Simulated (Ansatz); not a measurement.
Potential energy curve for SMILES CO (CH₄O). The C1–H6 bond (C1 also carries H, H, O; H6 carries nothing else) is stretched with both fragments frozen at the PBE0/def2-TZVP optimised geometry.

Levels: UHF/cc-pVTZ (Ansatz, an electronic-structure program); RHF/cc-pVTZ (Ansatz); UKS-PBE = Ansatz with unrestricted PBE/cc-pVTZ; RKS-PBE = restricted PBE/cc-pVTZ run with Ansatz; UKS-B3LYP = unrestricted B3LYP/cc-pVTZ run with Ansatz; RKS-B3LYP = restricted B3LYP/cc-pVTZ (Ansatz).

Scanned distances (Å): 0.81, 0.87, 0.95, 0.99, 1.02, 1.06, 1.10, 1.13, 1.18, 1.27, 1.38, 1.46, 1.62, 1.82, 2.00, 2.18, 2.44, 2.69, 2.98, 3.33, 3.85.

Task: Where does the unrestricted solution first break spin symmetry (<S²> of 0.01 or more)?

Result: UHF: between 1.62 and 1.82 Å; UKS-PBE: between 2.18 and 2.44 Å; UKS-B3LYP: between 2.00 and 2.18 Å.

| R / Å | <S²> UHF | E(RHF) − E(UHF) / kcal/mol | <S²> UKS-PBE | E(RKS-PBE) − E(UKS-PBE) / kcal/mol | <S²> UKS-B3LYP | E(RKS-B3LYP) − E(UKS-B3LYP) / kcal/mol |
|---|---|---|---|---|---|---|
| 0.81 | 0.00 | 0.0 | 0.00 | 0.0 | 0.00 | 0.0 |
| 0.87 | 0.00 | 0.0 | 0.00 | 0.0 | 0.00 | 0.0 |
| 0.95 | 0.00 | 0.0 | 0.00 | 0.0 | 0.00 | 0.0 |
| 0.99 | 0.00 | 0.0 | 0.00 | 0.0 | 0.00 | 0.0 |
| 1.02 | 0.00 | 0.0 | 0.00 | 0.0 | 0.00 | 0.0 |
| 1.06 | 0.00 | 0.0 | 0.00 | 0.0 | 0.00 | 0.0 |
| 1.10 | 0.00 | 0.0 | 0.00 | 0.0 | 0.00 | 0.0 |
| 1.13 | 0.00 | 0.0 | 0.00 | 0.0 | 0.00 | 0.0 |
| 1.18 | 0.00 | 0.0 | 0.00 | 0.0 | 0.00 | 0.0 |
| 1.27 | 0.00 | 0.0 | 0.00 | 0.0 | 0.00 | 0.0 |
| 1.38 | 0.00 | 0.0 | 0.00 | 0.0 | 0.00 | 0.0 |
| 1.46 | 0.00 | 0.0 | 0.00 | 0.0 | 0.00 | 0.0 |
| 1.62 | 0.00 | 0.0 | 0.00 | 0.0 | 0.00 | 0.0 |
| 1.82 | 0.40 | 4.1 | 0.00 | 0.0 | 0.00 | 0.0 |
| 2.00 | 0.65 | 13.7 | 0.00 | 0.0 | 0.00 | 0.0 |
| 2.18 | 0.79 | 25.3 | 0.00 | 0.0 | 0.27 | 1.1 |
| 2.44 | 0.91 | 42.1 | 0.44 | 1.8 | 0.60 | 6.3 |
| 2.69 | 0.96 | 56.9 | 0.72 | 6.3 | 0.78 | 12.8 |
| 2.98 | 0.99 | 71.6 | 0.88 | 12.2 | 0.90 | 20.1 |
| 3.33 | 1.00 | 86.4 | 0.97 | 18.4 | 0.96 | 27.6 |
| 3.85 | 1.01 | 103.0 | 1.00 | 24.9 | 0.99 | 35.7 |
